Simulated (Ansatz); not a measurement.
Energy needed to pull apart AlBH₃F (SMILES [BH2][AlH][F]), closed shell, into free ground-state atoms, from the structure below (displaced at random from a GFN2-xTB minimum); no zero-point or spin–orbit terms; open-shell atoms are treated unrestricted, in their ground-state multiplicity.

```
atom    x (Å)    y (Å)    z (Å)
  B1  -0.8018   0.4845  -0.6076
 Al2   0.7970  -0.2698   0.6556
  F3   0.7576  -2.0835   1.1346
  H4  -1.7467  -0.2794  -1.1246
  H5  -0.8543   1.7223  -1.1608
  H6   2.0532   0.3536   1.2373
```

Ansatz 0.2.0; basis: def2-TZVPP; cores frozen in the correlated methods. B3LYP uses VWN-RPA correlation.

| method | atomization energy (kJ/mol) |
| --- | --- |
| PBE-D4 | 1787 |
| r2SCAN-D4 | ? |
| PBE0-D4 | 1754 |
| B3LYP-D4 | 1779 |
| CAM-B3LYP-D4 | 1789 |
| wB97M-V | 1780 |
| HF | 1360 |
| MP2 | ? |
| CCSD | 1716 |
| CCSD(T) | 1736 |

**Question.** What does MP2 give? (An estimate is asked for; the value comes from the calculation.)

**Answer.** Computed: 1766 kJ/mol, which is about 31 kJ/mol more than CCSD(T)/def2-TZVPP.

**Question.** What does r2SCAN-D4 give? (An estimate is asked for; the value comes from the calculation.)

**Answer.** The calculation gives: 1785 kJ/mol, which is about 50 kJ/mol more than CCSD(T)/def2-TZVPP.

In triple zeta the MP2 and coupled-cluster atomization energies are still short of their basis limit by a few kcal/mol a bond, whereas those of the functionals are nearly converged, so these differences are not deviations from converged CCSD(T).

No T1 diagnostic of these runs exceeds 0.014.

For scale, one of the runs: CCSD(T)/def2-TZVPP forces, 146 basis functions (an equivalent command: `ansatz run in.yaml --threads 4`). The run took 27 s on 4 CPU threads (shared host), with 1.6 GiB of host memory at its peak.
